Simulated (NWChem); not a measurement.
# SiH$_{4}$ cation, doublet; SMILES of the neutral closed-shell parent [SiH4]

```xyz
5

Si     0.0000     0.0000    -0.0816
H      0.0000    -1.3113    -0.7383
H      0.0000     1.3113    -0.7383
H      0.7526     0.0000     1.3094
H     -0.7526     0.0000     1.3094
```
Atoms are numbered in this order, from 1.

Program: NWChem. Spin-unrestricted. Geometry: optimised at B3LYP/6-31G* (spherical d), spin-unrestricted. The spin multiplicity was typed, not searched, and may not be the lowest. No stability test was run on the SCF state. Level B3LYP/def2-SVP: energy and gradient on several grids; changes count from the extra-fine grid, which is no exact limit either.

### Question
Which is the coarsest grid (xfine; fine; medium; coarse; xcoarse) from which on the energy stays within 100 μHa and each gradient component within 200 μHa/bohr of xfine?

### Answer
medium.
```
grid     size of the energy change (μHa)  largest change of a gradient component (μHa/bohr)
-------  -------------------------------  -------------------------------------------------
xcoarse                              500                                               1000
coarse                                20                                                400
medium                              < 10                                                 60
fine                                < 10                                               < 30
xfine                               < 10                                               < 30
```
